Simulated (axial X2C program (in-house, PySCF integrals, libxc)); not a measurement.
**Nuclear properties of SSiS**

Computed with an axial X2C code built on PySCF integrals: two-component X2C with atomic mean-field Coulomb and Gaunt terms, Gaussian nuclei, basis S dyall-av3z, Si dyall-v3z with contracted cores.

S–Si–S held linear, with bonds 1.928 and 1.928 Å (near the PBE0 minimum at charge 0 of the determinant lowest at the starting distance; the state shown can have its own minimum elsewhere, held linear; other orders of the atoms were not compared).

Determinant lowest in the PBE0 search, Ω = 0 (closed shell), highest spinor 83% S p, 17% Si d:

| level | qzz S (a.u.) | qzz Si (a.u.) |
| --- | --- | --- |
| PBE0 | 1.35 | -1.52 |
| HF | 1.33 | -1.99 |
| BHandHLYP | 1.40 | -1.73 |

qzz is the electric field gradient, eQq0 = 234.96 MHz × Q/barn × qzz. The operators were transformed with the bare-nucleus X2C matrices; with these basis sets, hyperfine constants and field gradients can be off by tens of per cent, and where levels differ in sign neither size nor sign is settled.

Task: With Q(33S) = -0.0694 barn (Q from Pyykkö, Mol. Phys. 2018), turn the PBE0 values of the first state into constants in MHz.

Result: eQq0(33S) = 234.96 × (-0.0694) × (1.35) = -22 MHz.

The molecule was held linear; bending was not examined, so a bent shape may lie lower.

Each state is one determinant with collinear spin. The search compared states at one distance, so a state with another bond length can lie lower.
